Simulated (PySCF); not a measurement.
From one molecule to another.

First species: tert-butylhydrazine, C4H12N2.
SMILES: `CC(NN)(C)C`

Second species: C₄H₁₂N₂.
Numbering: `[CH3:1][CH2:2][NH:3][N:4]([CH3:5])[CH3:6]` (hydrogens: H7, H8, H9 on C1; H10, H11 on C2; H12 on N3; H13, H14, H15 on C5; H16, H17, H18 on C6)

Levels: CAM-B3LYP/def2-SVPD for dipole moment, HOMO energy, LUMO energy, HOMO–LUMO gap, static isotropic polarisability and electronic spatial extent ⟨r²⟩ about the centre of nuclear charge; TDDFT CAM-B3LYP/def2-SVPD for lowest singlet excitation; TDA CAM-B3LYP/def2-SVPD for lowest triplet excitation (Tamm–Dancoff); GFN2-xTB for rotational constant A and rotational constant C. Geometries: GFN2-xTB. Each structure is a single optimised conformer of the isolated species, non-relativistic unless stated; the electronic structure was computed with PySCF and density fitting.

Dipoles, sizes and rotational constants follow the conformer. The torsions of the flexible species, by atom-mapped SMILES:
- `[CH3:1][C:2]([CH3:3])([CH3:4])[NH:5][NH2:6]`: C1–C2–N5–N6 57°, H–N6–N5–C2 43°, H–N6–N5–C2 -77°
- `[CH3:1][CH2:2][NH:3][N:4]([CH3:5])[CH3:6]`: C1–C2–N3–N4 -170°, C2–N3–N4–C5 -84°

Values for the first species:

```
Dipole moment                                                     : 1.92 D
HOMO energy                                                       : -7.97 eV
LUMO energy                                                       : 1.19 eV
HOMO–LUMO gap                                                     : 9.16 eV
Lowest singlet excitation                                         : 6.23 eV
Lowest triplet excitation (Tamm–Dancoff)                          : 6.02 eV
Static isotropic polarisability                                   : 67.7 au
Electronic spatial extent ⟨r²⟩ about the centre of nuclear charge : 643 bohr²
Rotational constant A                                             : 4.414 GHz
Rotational constant C                                             : 2.668 GHz
```

**Question.** Estimate the same properties for the second species, and the change in each.

**Answer.** 
```json
{"property": "dipole moment", "first": "1.92 D", "second": "1.23 D", "second less first": "-0.69 D"}
{"property": "HOMO energy", "first": "-7.97 eV", "second": "-7.81 eV", "second less first": "+0.16 eV"}
{"property": "LUMO energy", "first": "1.19 eV", "second": "1.36 eV", "second less first": "+0.17 eV"}
{"property": "HOMO–LUMO gap", "first": "9.16 eV", "second": "9.17 eV", "second less first": "+0.01 eV"}
{"property": "lowest singlet excitation", "first": "6.23 eV", "second": "6.25 eV", "second less first": "+0.02 eV"}
{"property": "lowest triplet excitation (Tamm–Dancoff)", "first": "6.02 eV", "second": "6.01 eV", "second less first": "-0.01 eV"}
{"property": "static isotropic polarisability", "first": "67.7 au", "second": "70.2 au", "second less first": "+2.5 au"}
{"property": "electronic spatial extent ⟨r²⟩ about the centre of nuclear charge", "first": "643 bohr²", "second": "809 bohr²", "second less first": "+166 bohr²"}
{"property": "rotational constant A", "first": "4.414 GHz", "second": "7.334 GHz", "second less first": "+2.920 GHz"}
{"property": "rotational constant C", "first": "2.668 GHz", "second": "1.644 GHz", "second less first": "-1.024 GHz"}
```

On the first: The dipole equals about 6.4 × 10⁻³⁰ C·m (1 D = 3.33564 × 10⁻³⁰ C·m). The vertical singlet–triplet gap S1 − T1 is 0.21 eV (TDDFT singlet less Tamm–Dancoff triplet; S1: HOMO→LUMO, weight 0.81; T1: HOMO→LUMO, weight 0.71).

On the second: The vertical singlet–triplet gap S1 − T1 is 0.24 eV (TDDFT singlet less Tamm–Dancoff triplet; S1: HOMO→LUMO, weight 0.78; T1: HOMO→LUMO, weight 0.68). The polarisability is 10.40 Å³ as a volume (1 au = 0.148185 Å³), or 1.40 au for each of the 50 electrons.
